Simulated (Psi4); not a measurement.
**Two attempts at CH3FO (SMILES OCF)**

Wanted: the energy of CH3FO, OMP2.5/6-31G* (Cartesian functions).

Program for the calculation: Psi4 1.11.

## 1. The structure to begin with

The species is CH3FO (6 atoms), meant as a singlet with charge 0. As SMILES, `OCF`. Geometry: relaxed at PBE0-D4/def2-TZVP. This is one conformer, not always the lowest.

Bond lengths: O1–C2 1.370 Å, C2–F3 1.381 Å, O1–H4 0.962 Å, C2–H5 1.096 Å, C2–H6 1.091 Å. Angles: O1–C2–F3 111.1°, O1–C2–H5 112.9°, O1–C2–H6 107.4°, F3–C2–H5 106.3°, F3–C2–H6 107.8°, C2–O1–H4 109.3°, H5–C2–H6 111.3°.

## 2. The input as first written

The input, job.json:

```json
{
 "schema_name": "qcschema_input",
 "schema_version": 1,
 "molecule": {
  "schema_name": "qcschema_molecule",
  "schema_version": 2,
  "symbols": ["O", "C", "F", "H", "H", "H"],
  "geometry": [1.13421362, 0.09259658, 0.43614879, 0.47280948, 0.09259658, 0.43614879, -0.17782323, 2.61386918, 0.61189332, -1.75498865, -0.9356034, -2.22609737, 2.14824066, 0.00925966, -0.77951203, 0.8921397, -0.58354743, 2.33815813],
  "molecular_charge": 0,
  "molecular_multiplicity": 1,
  "fix_com": true,
  "fix_orientation": true
 },
 "driver": "energy",
 "model": {
  "method": "omp2.5",
  "basis": "6-31G*"
 },
 "keywords": {
  "reference": "rhf",
  "scf_type": "pk",
  "mp_type": "conv"
 }
}
```

Launch:

```
$ psi4 --qcschema job.json -n 1 --memory 1600MB
```

stdout:

```text
[...]
  Running in c1 symmetry.
[...]
  Nuclear repulsion =  144.320616092039018
[...]
  Multiplicity = 1
[...]
  Nalpha       = 13
  Nbeta        = 13
[...]
    Number of basis functions: 51
[...]
   @RHF iter   1:  -197.64950859567239    8.55734e+00   1.24189e-02 DIIS/ADIIS
[...]
   @RHF iter  15:  -197.81035270544231   -3.46745e-12   8.78257e-09 DIIS
[...]
    Orbital Energies [Eh]
    ---------------------
    Doubly Occupied:
       1A    -26.246681     2A    -23.503295     3A    -14.255143
       4A     -2.425760     5A     -2.384113     6A     -2.305259
       7A     -1.567010     8A     -1.018019     9A     -0.658745
      10A     -0.656363    11A     -0.580917    12A     -0.403105
      13A     -0.351144
[...]
  @RHF Final Energy:  -197.81035270544231
   => Energetics <=
    Nuclear Repulsion Energy =            144.3206160920390175
    One-Electron Energy =                -531.5508291172027384
    Two-Electron Energy =                 189.4198603197214084
    Total Energy =                       -197.8103527054423125
[...]
 Multipole Moments:
 ------------------------------------------------------------------------------------
     Multipole            Electronic (a.u.)      Nuclear  (a.u.)        Total (a.u.)
 ------------------------------------------------------------------------------------
 L = 1.  Multiply by 2.5417464519 to convert [e a0] to [Debye]
 Dipole X            :        -11.0597153           11.5955485            0.5358332
 Dipole Y            :        -23.8253264           23.3112836           -0.5140429
 Dipole Z            :        -11.5996427           10.9456717           -0.6539710
 Magnitude           :                                                    0.9894621
[...]
	SCS-MP2 Total Energy (a.u.)        :  -198.24594082286035
	SOS-MP2 Total Energy (a.u.)        :  -198.24031028848941
[...]
	SCSN-MP2 Total Energy (a.u.)       :  -198.01076372927656
[...]
	SOS-PI-MP2 Total Energy (a.u.)     :  -198.28342851454363
[...]
	MP2 Total Energy (a.u.)            :  -198.26533308985958
[...]
	OMP2.5 Total Energy (a.u.)         :  -198.27513236042864
[...]
```

The result, in JSON:

```text
{
 "driver": "energy",
 "model": {
  "method": "omp2.5",
  "basis": "6-31G*"
 },
 "success": true,
 "return_result": -198.27513236042864,
 "properties": {
  "calcinfo_nbasis": 51,
  "calcinfo_nmo": 51,
  "calcinfo_nalpha": 13,
  "calcinfo_nbeta": 13,
  "calcinfo_natom": 6,
  "nuclear_repulsion_energy": 144.32061609203902,
  "return_energy": -198.27513236042864,
  "scf_one_electron_energy": -531.5508291172027,
  "scf_two_electron_energy": 189.4198603197214,
  "scf_dipole_moment": [0.535833181554743, -0.514042852225252, -0.6539709993720901],
  "scf_total_energy": -197.8103527054423,
  "scf_iterations": 15,
  "mp2_same_spin_correlation_energy": -0.11611258381589568,
  "mp2_opposite_spin_correlation_energy": -0.3307366023438316,
  "mp2_singles_energy": 0.0,
  "mp2_doubles_energy": -0.44684918615972724,
  "mp2_correlation_energy": -0.44684918615985225,
  "mp2_total_energy": -198.25720189160216
 }
}
```

It took 8.7 s on 1 thread of AMD EPYC 9R45 (Zen 5), shared host; peak memory 0.23 GiB.

## 3. What went wrong

The run finished; that doesn't make the result usable.

The fault: two atoms lie on top of or far too near each other. As the program read them, the closest atoms are 0.35 Å apart, against 0.96 Å in the sound input.

## 4. The mended input

The input, ch3fo.json:

```json
{
  "schema_name": "qcschema_input",
  "schema_version": 1,
  "molecule": {
    "schema_name": "qcschema_molecule",
    "schema_version": 2,
    "symbols": ["O", "C", "F", "H", "H", "H"],
    "geometry": [-1.50044254, -1.31751705, -0.46751824, 0.47280948, 0.09259658, 0.43614879, -0.17782323, 2.61386918, 0.61189332, -1.75498865, -0.9356034, -2.22609737, 2.14824066, 0.00925966, -0.77951203, 0.8921397, -0.58354743, 2.33815813],
    "molecular_charge": 0,
    "molecular_multiplicity": 1,
    "fix_com": true,
    "fix_orientation": true
  },
  "driver": "energy",
  "model": {
    "method": "omp2.5",
    "basis": "6-31G*"
  },
  "keywords": {
    "reference": "rhf",
    "scf_type": "pk",
    "mp_type": "conv"
  }
}
```

Launch:

```
$ psi4 --qcschema ch3fo.json -n 1 --memory 1600MB
```

stdout:

```text
[...]
  Running in c1 symmetry.
[...]
  Nuclear repulsion =   79.440325202706575
[...]
  Multiplicity = 1
[...]
  Nalpha       = 13
  Nbeta        = 13
[...]
    Number of basis functions: 51
[...]
   @RHF iter   1:  -213.82749818710948   -6.06163e-01   7.98853e-03 ADIIS/DIIS
[...]
   @RHF iter  11:  -213.89825677878039   -2.81375e-12   7.82318e-09 DIIS
[...]
    Orbital Energies [Eh]
    ---------------------
    Doubly Occupied:
       1A    -26.278291     2A    -20.590786     3A    -11.366386
       4A     -1.592297     5A     -1.395939     6A     -0.935084
       7A     -0.756613     8A     -0.710364     9A     -0.702325
      10A     -0.621340    11A     -0.571616    12A     -0.524627
      13A     -0.491439
[...]
  @RHF Final Energy:  -213.89825677878039
   => Energetics <=
    Nuclear Repulsion Energy =             79.4403252027065747
    One-Electron Energy =                -453.6029476748626621
    Two-Electron Energy =                 160.2643656933757086
    Total Energy =                       -213.8982567787803930
[...]
 Multipole Moments:
 ------------------------------------------------------------------------------------
     Multipole            Electronic (a.u.)      Nuclear  (a.u.)        Total (a.u.)
 ------------------------------------------------------------------------------------
 L = 1.  Multiply by 2.5417464519 to convert [e a0] to [Debye]
 Dipole X            :          9.9808429           -9.4817008            0.4991421
 Dipole Y            :        -12.3592132           12.0303745           -0.3288387
 Dipole Z            :         -4.2421694            3.7163354           -0.5258340
 Magnitude           :                                                    0.7961024
[...]
	SCS-MP2 Total Energy (a.u.)        :  -214.37164456238517
	SOS-MP2 Total Energy (a.u.)        :  -214.36471254470982
[...]
	SCSN-MP2 Total Energy (a.u.)       :  -214.12569428365100
[...]
	SOS-PI-MP2 Total Energy (a.u.)     :  -214.40512864106375
[...]
	MP2 Total Energy (a.u.)            :  -214.39071515767387
[...]
	OMP2.5 Total Energy (a.u.)         :  -214.39418149272291
[...]
```

The result, in JSON:

```text
{
 "driver": "energy",
 "model": {
  "method": "omp2.5",
  "basis": "6-31G*"
 },
 "success": true,
 "return_result": -214.3941814927229,
 "properties": {
  "calcinfo_nbasis": 51,
  "calcinfo_nmo": 51,
  "calcinfo_nalpha": 13,
  "calcinfo_nbeta": 13,
  "calcinfo_natom": 6,
  "nuclear_repulsion_energy": 79.44032520270657,
  "return_energy": -214.3941814927229,
  "scf_one_electron_energy": -453.60294767486266,
  "scf_two_electron_energy": 160.2643656933757,
  "scf_dipole_moment": [0.4991421047955864, -0.3288387095728904, -0.5258339676028774],
  "scf_total_energy": -213.8982567787804,
  "scf_iterations": 11,
  "mp2_same_spin_correlation_energy": -0.12843969131742197,
  "mp2_opposite_spin_correlation_energy": -0.3588121276378569,
  "mp2_singles_energy": 0.0,
  "mp2_doubles_energy": -0.48725181895527886,
  "mp2_correlation_energy": -0.4872518189554853,
  "mp2_total_energy": -214.38550859773588
 }
}
```

Run time: 4.2 s. Hardware: 1 thread of AMD EPYC 9R45 (Zen 5), shared host; peak memory 0.23 GiB.

## 5. Results

At OMP2.5/6-31G* (Cartesian functions):

```
                             quantity          value
                         total energy  -214.39418 Eh
  HOMO energy (Hartree–Fock orbitals)      -13.37 eV
  LUMO energy (Hartree–Fock orbitals)        5.90 eV
HOMO–LUMO gap (Hartree–Fock orbitals)       19.27 eV
                   correlation energy     -495.9 mEh
```

In words: The first attempt's energy was +438.622 eV off this one.
